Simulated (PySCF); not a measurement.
Two structures of CH7FSi, singlet, reached by relaxing down either side of one saddle point (PBE0-D4/def2-TZVP). Energies are electronic, without zero-point energy. Computed with PySCF 2.14 with density fitting (its default auxiliary sets; JK sets also for MP2 and CCSD(T)) (basis: def2-TZVPP and def2-QZVPP); correlated methods freeze the cores. Extrapolation: Hartree–Fock as exp(−7.88 √X), correlation as X^−2.97. First:

```csv
atom,x (Å),y (Å),z (Å)
Si1,-0.0276,-0.5024,-0.7876
F2,1.1360,0.5612,-1.0928
H3,0.1689,-1.6432,-1.7172
H4,-1.3221,0.1643,-1.0772
C5,0.0807,-1.0411,0.9824
H6,0.2025,2.8039,0.0759
H7,-0.3177,3.1892,0.4483
H8,-0.0425,-0.1933,1.6602
H9,-0.7083,-1.7669,1.1990
H10,1.0425,-1.5145,1.1916
```

Second:

| atom | x (Å) | y (Å) | z (Å) |
| --- | --- | --- | --- |
| Si1 | -0.9026 | 0.1627 | -0.4547 |
| F2 | 2.4896 | 0.9189 | -0.7077 |
| H3 | -1.0255 | -0.6592 | -1.6851 |
| H4 | -2.2437 | 0.6718 | -0.0686 |
| C5 | -0.0774 | -0.7707 | 0.9321 |
| H6 | 1.6029 | 1.1857 | -0.7720 |
| H7 | -0.0909 | 1.3721 | -0.8190 |
| H8 | 0.0038 | -0.1462 | 1.8245 |
| H9 | -0.6538 | -1.6618 | 1.1905 |
| H10 | 0.9282 | -1.0812 | 0.6412 |

Which bonds change from the first to the second?

CH₅FSi ([CH3][SiH2][F]) + H₂ → CH₆Si ([CH3][SiH3]) + HF; bonds formed: Si1–H7, F2–H6; bonds broken: Si1–F2, H6–H7.

Give the saddle point's structure and its height above each. (To be estimated.)

By the calculation: 2.631 eV above the first and 1.500 eV above the second (CCSD(T) at an estimated basis limit (MP2 extrapolated from triple and quadruple zeta, plus CCSD(T) − MP2 in triple zeta)).
```json
{"atom": "Si1", "x (Å)": "-0.3719", "y (Å)": "0.0716", "z (Å)": "-0.5674"}
{"atom": "F2", "x (Å)": "1.4839", "y (Å)": "0.6695", "z (Å)": "-0.8536"}
{"atom": "H3", "x (Å)": "-0.2794", "y (Å)": "-0.6159", "z (Å)": "-1.8732"}
{"atom": "H4", "x (Å)": "-1.8379", "y (Å)": "0.3637", "z (Å)": "-0.4349"}
{"atom": "C5", "x (Å)": "0.0906", "y (Å)": "-0.8204", "z (Å)": "0.9939"}
{"atom": "H6", "x (Å)": "0.6564", "y (Å)": "1.5407", "z (Å)": "-0.6936"}
{"atom": "H7", "x (Å)": "-0.2646", "y (Å)": "1.7733", "z (Å)": "-0.5364"}
{"atom": "H8", "x (Å)": "0.1310", "y (Å)": "-0.1154", "z (Å)": "1.8283"}
{"atom": "H9", "x (Å)": "-0.6726", "y (Å)": "-1.5659", "z (Å)": "1.2294"}
{"atom": "H10", "x (Å)": "1.0645", "y (Å)": "-1.3011", "z (Å)": "0.9076"}
```

The T1 diagnostic stays at or below 0.013.

Labels in which every atom is bracketed show which atoms are joined, not bond orders.

For scale, one of the runs: CCSD(T)/def2-TZVPP, 202 basis functions, launched by `OMP_NUM_THREADS=4 python run.py`. The run took 6.4 min on 4 CPU threads of an Arm Neoverse V1 (shared host), with 2.5 GiB of host memory at its peak.
